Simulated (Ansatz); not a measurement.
A nudged elastic band was laid between two geometries of C2H5NO (9 atoms, charge 0, multiplicity 1).

Method: RKS LDA/def2-SVP in Ansatz 0.2.0.

```yaml
movable_images: 7
climbing_image: yes
spring: 5.0 eV/Å²
optimiser: quadratic models (default)
start_path: through a guess of the saddle point
force_threshold: 0.03 eV/Å
iteration_limit: 60
end_points: relaxed
```

Image 0:

```xyz
9
Properties=species:S:1:pos:R:3
C -1.505 -0.136 0.083
N -0.351 -0.596 -0.149
C 0.773 0.284 -0.155
O 1.847 -0.281 0.504
H -2.386 -0.813 0.066
H -1.698 0.946 0.313
H 0.560 1.274 0.331
H 0.988 0.498 -1.241
H 1.859 -1.222 0.232
```

Image 8:

```xyz
9
Properties=species:S:1:pos:R:3
C -1.696 0.014 0.676
N -0.816 -0.244 -0.251
C 0.555 0.273 -0.353
O 1.381 -0.194 0.642
H -1.067 -0.930 -0.987
H -1.193 0.770 1.353
H 0.504 1.378 -0.239
H 0.919 0.043 -1.390
H 1.500 -1.157 0.532
```

Question: Which bonds break or form, and what moves?

Answer: Bonds broken: C1–H5. Bonds formed: N2–H5.

Question: Give the energies along the band, and the barrier.

Answer: The forces met the threshold. The highest image is number 5 of 0 to 8, 3.25 eV above the first end and 1.56 eV above the last; the last end lies 1.69 eV above the first. A structure lower than the last end lies on the path between it and the top, so the climb from that side starts below the end, which may itself be a saddle point or a shallow side well. Neighbouring images differ by up to 1.5 eV, so the band resolves the path poorly. A vibrational analysis at the climbing image gives one clearly imaginary mode, 1737i cm⁻¹: a first-order saddle point. The orbitals stay closed-shell, which can raise the energy where a bond breaks towards radicals; this wasn't checked here.

```
image  path coordinate (Å)  energy (eV)  C1–H5 (Å)  N2–H5 (Å)
    0                 0.00         0.00       1.11       2.06
    1                 0.26         0.07       1.11       1.98
    2                 0.53         0.52       1.10       1.81
    3                 0.79         1.46       1.12       1.61
    4                 1.06         2.64       1.19       1.39
    5                 1.32         3.25       1.35       1.19
    6                 2.08         1.72       1.94       1.03
    7                 2.83         1.69       2.01       1.04
    8                 3.58         1.69       2.01       1.04
```

Question: What is the geometry of the highest image?

Answer: 
```xyz
9
Properties=species:S:1:pos:R:3
C -1.739 0.091 0.331
N -0.612 -0.418 -0.099
C 0.683 0.234 -0.191
O 1.675 -0.404 0.513
H -1.567 -1.100 -0.282
H -1.701 1.173 0.686
H 0.532 1.254 0.254
H 0.918 0.359 -1.280
H 1.900 -1.234 0.050
```

Time of the run: 2.4 min on 1 thread of Arm Neoverse V2, on a shared host, peak memory 0.25 GiB.
